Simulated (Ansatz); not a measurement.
A made-up structure of CH4BS, doublet:

```
7
angstrom
C -0.6306 0.3695 -0.0939
B 0.7191 -0.4188 0.0295
S 1.4712 -0.9058 1.5175
H -1.3305 -0.2150 -0.7006
H -0.4522 1.2964 -0.6493
H 0.8345 -1.3269 -0.6666
H 1.3302 -0.7406 -0.9583
```

It is relaxed with PBE-D4/def2-SVP and then PBE0-D4/def2-TZVP (Ansatz 0.2.0). Atoms count as bonded within 1.22 times the sum of their covalent radii (H–H: 0.88 Å). The end point is not checked to be a true minimum.

Problem. Does its bonding change? (A judgement: the text doesn't fix the answer.)

Solution. By the calculation: Yes. Formed: none; broken: B2–H6, B2–H7.

Where it ends: The first stage lowers the energy by 2.97 eV in 15 steps. It ends as a complex of CH₂BS ([CH2][B][S]) + H₂:
```tsv
atom	x (Å)	y (Å)	z (Å)
C1	-0.5542	0.6935	-0.1201
B2	0.5219	0.2311	0.7711
S3	1.7073	-0.2836	1.7463
H4	-0.7642	0.2039	-1.0649
H5	-1.1850	1.5409	0.1257
H6	1.2602	-2.0707	-1.1617
H7	0.9557	-2.2563	-1.8182
```

Labels in which every atom is bracketed show which atoms are joined, not bond orders.

For scale, one of the runs: PBE0-D4/def2-TZVP relaxation, 123 basis functions, launched by `ansatz run in.yaml --threads 2 --pin off --events-out ev --progress --plain --max-ram 4352MiB`. Hardware: 2 CPU threads of an Arm Neoverse V2, shared host. Wall time about 35 s.
